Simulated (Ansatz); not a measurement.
# C3H5FO: small, medium and large basis sets

An exercise on one series of results from a longer session: the logs are not shown, and one member is left open.

Computed with Ansatz 0.2.0, Gaussian basis. Level: one geometry, several basis sets.

The runs, in order: PBE0-D4/def2-SVP; ωB97M-V/def2-SVP; PBE0-D4/def2-QZVPP; ωB97M-V/def2-QZVPP; the functionals' def2-TZVPP values are taken from earlier runs.

## Structure used throughout

An earlier PBE0-D4 in a triple-zeta def2 set relaxation fixed the geometry.

SMILES `FCC1CO1`, 10 atoms, charge 0, spin multiplicity 1.

Atoms are counted from 1 here; the program's logs count them from 0.

Bond lengths: F1–C2 1.382 Å, C2–C3 1.497 Å, C2–H6 1.094 Å, C2–H7 1.094 Å, C3–C4 1.457 Å, C3–O5 1.416 Å, C3–H8 1.089 Å, C4–O5 1.419 Å, C4–H9 1.086 Å, C4–H10 1.087 Å. Angles: F1–C2–C3 109.6°, F1–C2–H6 108.9°, F1–C2–H7 107.9°, C3–C2–H6 110.1°, C3–C2–H7 111.0°, H6–C2–H7 109.2°, C2–C3–C4 120.8°, C2–C3–O5 114.7°, C2–C3–H8 115.7°, C4–C3–O5 59.2°, C4–C3–H8 118.6°, O5–C3–H8 115.0°, C3–C4–O5 59.0°, C3–C4–H9 119.4°, C3–C4–H10 119.2°, O5–C4–H9 115.2°, O5–C4–H10 115.3°, H9–C4–H10 115.9° and more.

As a file:

```
F    -2.10480   -0.21878    0.26759
C    -0.97723    0.55093    0.48056
C     0.07923    0.18169   -0.51360
C     1.10069   -0.80480   -0.18609
O     1.38974    0.58459   -0.15989
H    -0.61476    0.37492    1.49733
H    -1.26309    1.60214    0.37716
H    -0.18266    0.33341   -1.55946
H     1.58052   -1.36231   -0.98565
H     1.07547   -1.29297    0.78516
```

The first run:

The input, in.yaml:

```yaml
crystal:
  periodic: [false, false, false]
  atoms:
    - {symbol: F, position_ang: [-2.104795, -0.218784, 0.267593]}
    - {symbol: C, position_ang: [-0.977230, 0.550928, 0.480555]}
    - {symbol: C, position_ang: [0.079226, 0.181687, -0.513596]}
    - {symbol: C, position_ang: [1.100686, -0.804802, -0.186092]}
    - {symbol: O, position_ang: [1.389741, 0.584587, -0.159893]}
    - {symbol: H, position_ang: [-0.614760, 0.374917, 1.497328]}
    - {symbol: H, position_ang: [-1.263092, 1.602137, 0.377156]}
    - {symbol: H, position_ang: [-0.182664, 0.333409, -1.559460]}
    - {symbol: H, position_ang: [1.580517, -1.362308, -0.985647]}
    - {symbol: H, position_ang: [1.075471, -1.292971, 0.785155]}
basis:
  gaussian: {orbitals: def2-SVP}
hamiltonian: {xc: pbe0, dispersion: d4}
output: {orbitals: {seedname: orbitals}}
```

Command:

```sh
> ansatz run in.yaml --threads 4 --pin off --events-out ev --progress --plain --max-ram 10444MiB
```

Steps of the session up to this table: PBE0-D4 in def2-SVP; ωB97M-V in def2-SVP; PBE0-D4 in def2-QZVPP; ωB97M-V in def2-QZVPP.

One table of the session follows, with a row left open; its other results are not shown here.

| functional | basis | HOMO (eV) | LUMO (eV) |
| --- | --- | --- | --- |
| PBE0-D4 | def2-SVP | -8.06 | 2.01 |
| PBE0-D4 | def2-TZVPP | -8.23 | 1.41 |
| PBE0-D4 | def2-QZVPP | -8.28 | 0.89 |
| ωB97M-V | def2-SVP | ? | ? |
| ωB97M-V | def2-TZVPP | -10.68 | 3.02 |
| ωB97M-V | def2-QZVPP | -10.73 | 2.03 |

Estimate the missing values for ωB97M-V, def2-SVP.

As computed: HOMO (eV): -10.50; LUMO (eV): 3.78. In the column «HOMO (eV)» it lies between ωB97M-V, def2-TZVPP (-10.68) and PBE0-D4, def2-QZVPP (-8.28).
